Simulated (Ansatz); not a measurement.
# C₄H₅F: a ladder of functionals and wavefunction methods

An exercise on one series of results from a longer session: the logs are not shown, and one member is left open.

Computed with Ansatz 0.2.0, Gaussian basis. Level: functionals in def2-TZVPP, the program's frozen cores in correlated methods.

Plan: LDA (SPW92), PBE-D4, revPBE-D4, BLYP-D4, r2SCAN-D4, B97M-V, PBE0-D4, B3LYP-D4, r2SCANh-D4, r2SCAN0-D4, HSE06-D4, BHLYP-D4, CAM-B3LYP-D4, LC-ωPBE, ωB97X-V, ωB97M-V, B2PLYP, PBE-QIDH; CCSD(T)/def2-SVP; CCSD(T)/def2-TZVPP; MP2/def2-QZVPP; extrapolation to the limit; RPA on PBE.

### The geometry

An earlier PBE0-D4 in a triple-zeta def2 set relaxation fixed the geometry.

SMILES `CCC#CF`, 10 atoms, charge 0, spin multiplicity 1.

Atoms are counted from 1 here; the program's logs count them from 0.

Bond lengths: C1–C2 1.525 Å, C1–H6 1.091 Å, C1–H7 1.091 Å, C1–H8 1.092 Å, C2–C3 1.457 Å, C2–H9 1.095 Å, C2–H10 1.095 Å, C3–C4 1.195 Å, C4–F5 1.277 Å. Angles: C2–C1–H6 110.8°, C2–C1–H7 110.8°, C2–C1–H8 110.4°, H6–C1–H7 107.9°, H6–C1–H8 108.4°, H7–C1–H8 108.4°, C1–C2–C3 112.9°, C1–C2–H9 109.9°, C1–C2–H10 109.9°, C3–C2–H9 108.9°, C3–C2–H10 108.9°, H9–C2–H10 106.2°, C2–C3–C4 178.6°, C3–C4–F5 179.5°.

Set-up of the first run:

in.yaml reads:

```yaml
crystal:
  periodic: [false, false, false]
  atoms:
    - {symbol: C, position_ang: [-0.578157, -1.004666, 0.672544]}
    - {symbol: C, position_ang: [0.550447, 0.003097, 0.478292]}
    - {symbol: C, position_ang: [0.364691, 0.843436, -0.697691]}
    - {symbol: C, position_ang: [0.187994, 1.518750, -1.667463]}
    - {symbol: F, position_ang: [0.007783, 2.245279, -2.701927]}
    - {symbol: H, position_ang: [-1.536413, -0.496115, 0.791113]}
    - {symbol: H, position_ang: [-0.655556, -1.671258, -0.188041]}
    - {symbol: H, position_ang: [-0.398164, -1.611266, 1.562455]}
    - {symbol: H, position_ang: [0.633445, 0.643566, 1.362261]}
    - {symbol: H, position_ang: [1.507029, -0.522123, 0.391257]}
basis:
  gaussian: {orbitals: def2-TZVPP}
hamiltonian: {xc: lda}
output: {orbitals: {seedname: orbitals}}
```

Started as:

```console
> ansatz run in.yaml --threads 2 --pin off --events-out ev --progress --plain --max-ram 4352MiB
```

Steps of the session up to this table: LDA; PBE-D4 (GGA); revPBE-D4 (GGA); BLYP-D4 (GGA); r2SCAN-D4 (meta-GGA); B97M-V (meta-GGA); B3LYP-D4 (hybrid); r2SCANh-D4 (hybrid); r2SCAN0-D4 (hybrid); HSE06-D4 (hybrid); BHLYP-D4 (hybrid); CAM-B3LYP-D4 (range-separated); LC-ωPBE (range-separated); ωB97X-V (range-separated); ωB97M-V (range-separated); B2PLYP (double hybrid); PBE-QIDH (double hybrid).

One table of the session follows, with a row left open; its other results are not shown here.

It belongs to the step «Orbital energies across the functionals». 

| functional | HOMO (eV) | LUMO (eV) | gap (eV) |
| --- | --- | --- | --- |
| LDA (SPW92) | -6.43 | 0.09 | 6.52 |
| PBE-D4 | -6.26 | 0.26 | 6.52 |
| revPBE-D4 | -6.19 | 0.34 | 6.52 |
| BLYP-D4 | -6.13 | 0.24 | 6.37 |
| r2SCAN-D4 | -6.49 | 0.90 | 7.40 |
| B97M-V | -6.53 | 0.48 | 7.00 |
| PBE0-D4 | -7.57 | 1.08 | 8.65 |
| B3LYP-D4 | -7.35 | 0.73 | 8.08 |
| r2SCANh-D4 | -6.99 | 1.18 | 8.17 |
| r2SCAN0-D4 | -7.73 | 1.55 | 9.28 |
| HSE06-D4 | -7.17 | 0.71 | 7.88 |
| BHLYP-D4 | -8.77 | 1.66 | 10.44 |
| CAM-B3LYP-D4 | -8.98 | 1.84 | 10.81 |
| LC-ωPBE | ? | ? | ? |
| ωB97X-V | -9.97 | 2.96 | 12.92 |
| ωB97M-V | -9.85 | 2.54 | 12.39 |

Estimate the missing values for LC-ωPBE.

**Answer.** HOMO (eV): -10.36; LUMO (eV): 3.16; gap (eV): 13.52. In the column «HOMO (eV)» it is the lowest.
